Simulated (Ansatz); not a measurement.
# A relaxation, step by step

Si₂NH₉, closed shell, PBE0-D4/def2-TZVP (Ansatz 0.2.0). Settings:

```yaml
hamiltonian: {xc: pbe0, dispersion: d4}
relax: {f_tol: 0.005, max_steps: 200}
```

Start, a step off a saddle point along its unstable mode:

Si1  (-1.138, 0.332, 0.408)
N2  (-0.023, -1.099, 1.121)
H3  (-1.848, -0.047, -0.822)
H4  (-2.189, 0.019, 1.497)
H5  (-0.735, 1.711, 0.755)
H6  (0.646, -1.050, 0.571)
Si7  (1.094, 0.577, -1.312)
H8  (0.307, -0.932, 2.070)
H9  (-0.451, -2.025, 1.062)
H10  (2.322, 1.364, -0.882)
H11  (1.700, -0.387, -2.324)
H12  (0.315, 1.536, -2.144)
(Å)

```tsv
step	energy less the last (meV)	largest force component (eV/Å)
1	2400.4	8.362
2	1506.9	1.011
3	1367.8	0.839
4	1261.6	1.467
5	1050.8	1.225
6	766.2	0.763
7	491.8	0.636
8	254.5	0.289
9	128.3	0.213
10	68.4	0.172
11	46.1	0.066
12	44.9	0.121
13	39.8	0.069
14	31.2	0.076
15	26.6	0.263
16	20.3	0.232
17	9.9	0.108
18 (rejected trial)	11.4	0.419
19	2.0	0.027
20 (rejected trial)	6.8	0.116
21	0.4	0.005
22	0.4	0.042
23	0.0	0.013
24	0.0	0.001
```

Step 3, positions (Å) and forces (eV/Å):

```json
{"atom": "Si1", "x": "-0.980", "y": "0.359", "z": "0.274", "Fx": "-0.026", "Fy": "0.353", "Fz": "-0.246"}
{"atom": "N2", "x": "0.039", "y": "-1.167", "z": "1.140", "Fx": "0.803", "Fy": "-0.458", "Fz": "-0.372"}
{"atom": "H3", "x": "-1.935", "y": "0.077", "z": "-0.855", "Fx": "0.192", "Fy": "0.064", "Fz": "-0.014"}
{"atom": "H4", "x": "-1.973", "y": "0.011", "z": "1.387", "Fx": "0.106", "Fy": "-0.126", "Fz": "0.103"}
{"atom": "H5", "x": "-0.889", "y": "1.819", "z": "0.662", "Fx": "0.066", "Fy": "-0.097", "Fz": "-0.225"}
{"atom": "H6", "x": "0.918", "y": "-1.315", "z": "0.595", "Fx": "-0.839", "Fy": "-0.034", "Fz": "0.677"}
{"atom": "Si7", "x": "1.013", "y": "0.632", "z": "-1.295", "Fx": "-0.564", "Fy": "0.341", "Fz": "0.081"}
{"atom": "H8", "x": "0.256", "y": "-0.940", "z": "2.110", "Fx": "0.042", "Fy": "0.004", "Fz": "-0.107"}
{"atom": "H9", "x": "-0.530", "y": "-2.017", "z": "1.154", "Fx": "0.150", "Fy": "0.126", "Fz": "-0.042"}
{"atom": "H10", "x": "2.220", "y": "1.355", "z": "-0.767", "Fx": "-0.039", "Fy": "-0.097", "Fz": "0.021"}
{"atom": "H11", "x": "1.551", "y": "-0.432", "z": "-2.216", "Fx": "-0.052", "Fy": "-0.026", "Fz": "0.146"}
{"atom": "H12", "x": "0.312", "y": "1.617", "z": "-2.187", "Fx": "0.163", "Fy": "-0.050", "Fz": "-0.021"}
```

Last step (24):

```xyz
12
angstrom
Si -1.2566 0.9386 -0.0213
N 0.3834 -1.5199 0.9512
H -2.0988 -0.2512 -0.3173
H -1.1110 1.0728 1.4530
H -2.0098 2.1365 -0.4973
H 1.2000 -2.0120 0.6098
Si 0.8258 0.7867 -1.0698
H 0.5558 -1.2806 1.9198
H -0.3924 -2.1705 0.9319
H 1.9352 0.8560 -0.0816
H 0.9474 -0.4724 -1.8518
H 1.0212 1.9163 -2.0268
```

The run took about 39 s on 4 CPU threads of an Arm Neoverse V2 (shared host).
